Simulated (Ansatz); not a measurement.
NH⁻, quartet in 6-31++G**: errors against full CI

Geometry: a point of a stretch scan, not a stationary point.

```xyz
2

N     0.0000    0.0000    0.0000
H     0.0000    0.0000    2.4020
```

Basis 6-31++G** (Cartesian d functions); Ansatz 0.2.0. Only valence electrons are correlated (noble-gas cores frozen), which leaves 7 electrons in 24 orbitals. R marks a restricted (for open shells ROHF) determinant, U an unrestricted one. Active spaces: valence = (7e, 5o) chosen from the atoms' valence shells.

Full CI is exact within this basis and frozen core; it isn't the basis-set limit. The frozen core follows each run's orbitals, which can shift R against U totals by a few meV.

For open shells CISD is restricted-active-space CI with the open shells as a complete middle space.

The UHF ⟨S²⟩ is 3.776 and the T1 diagnostic (RCCSD) is 0.0618. The largest doubles amplitude (RCCSD) is 0.103. The T1 diagnostic (UCCSD) is 0.0484.

```
   level  E − E(RHF) (eV)
     UHF          -0.1335
    RMP2          -2.6696
    UMP2          -2.7121
   RCCSD          -3.4625
   UCCSD          -3.4702
RCCSD(T)          -3.5239
UCCSD(T)          -3.5285
```

Problem. Estimate how far full CI in 6-31++G** lies from RCCSD(T). The table doesn't fix it; the size of (T) and the diagnostics are the guide.

Solution. Full CI in 6-31++G** lies 0.67 kcal/mol below RCCSD(T), which is 47 % of the (T) step (-1.42 kcal/mol). T1 is raised, and the rest is a large part of (T).

The other levels:

```json
{"level": "CISD", "E − E(full CI) (kcal/mol)": "5.20", "share of correlation (%)": "93.65", "wall time": "0.87 s"}
{"level": "BCCD(T)", "E − E(full CI) (kcal/mol)": "0.64", "share of correlation (%)": "99.22", "wall time": "0.84 s"}
{"level": "RCCSDT", "E − E(full CI) (kcal/mol)": "0.07", "share of correlation (%)": "99.92", "wall time": "–"}
{"level": "UCCSDT", "E − E(full CI) (kcal/mol)": "0.01", "share of correlation (%)": "99.98", "wall time": "–"}
{"level": "RCCSDT(Q)", "E − E(full CI) (kcal/mol)": "0.00", "share of correlation (%)": "100.01", "wall time": "2.9 s"}
{"level": "UCCSDT(Q)", "E − E(full CI) (kcal/mol)": "-0.07", "share of correlation (%)": "100.08", "wall time": "2.9 s"}
{"level": "CASSCF (valence space)", "E − E(full CI) (kcal/mol)": "81.93", "share of correlation (%)": "0.00", "wall time": "–"}
{"level": "NEVPT2 (valence space)", "E − E(full CI) (kcal/mol)": "23.87", "share of correlation (%)": "70.86", "wall time": "0.27 s"}
{"level": "NEVPT4(SD) (valence space)", "E − E(full CI) (kcal/mol)": "6.26", "share of correlation (%)": "92.36", "wall time": "0.48 s"}
{"level": "MRCISD (valence space)", "E − E(full CI) (kcal/mol)": "7.65", "share of correlation (%)": "90.67", "wall time": "–"}
{"level": "MRCISD+Q (valence space)", "E − E(full CI) (kcal/mol)": "2.71", "share of correlation (%)": "96.70", "wall time": "0.48 s"}
```

The correlation energy at full CI, counted from RHF, is -3.553 eV. That run took 40 s on 1 thread of AMD EPYC 7B13, shared host over 2,943,076 determinants.

Times hold each run's SCF and search for its determinant on a shared host, so for small cases they say little of a method's own cost; they ran on 1 thread of AMD EPYC 7B13.

The full-CI state has the irrep A2 of C2v, in the program's axes (one component, if the state is degenerate).

Natural occupations of full CI about the gap: 1.967 1.898 1.007 0.990 0.990 0.064 0.024 0.013 0.010 0.010; effectively unpaired electrons, Σ n²(2−n)², 3.06.
